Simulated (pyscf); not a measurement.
`[OH][SiH2][F]` + `[OH][SiH3]` → `[OH][SiH2][O][SiH2][F]` + `[H][H]` (four-centre exchange; singlet surface; H–O, H–Si broken, O–Si, H–H formed). Structures and frequencies: ωB97X-D3(BJ)/def2-SVP in PySCF. Energies in kcal/mol from the separated reactants.

```csv
level,barrier,reaction energy
ωB97X-D3(BJ)/def2-TZVP,31.8,-27.6
PBE/def2-TZVP,28.1,-22.6
r²SCAN/def2-TZVP,29.2,-26.7
M06-2X/def2-TZVP,32.4,-29.2
ωB97M-D3(BJ)/def2-TZVP,31.9,-25.8
HF/def2-TZVP,50.8,-23.5
```

The functionals in the table span 4.3 kcal/mol in this barrier, from PBE to M06-2X. The same reactants have a lower exit, to HO–SiH₂–O–SiH₃ + HF (barrier +22.3 kcal/mol at ωB97M-D3(BJ)/def2-TZVP, against +31.9 kcal/mol here). One saddle was located; it need not be the lowest between these sides.
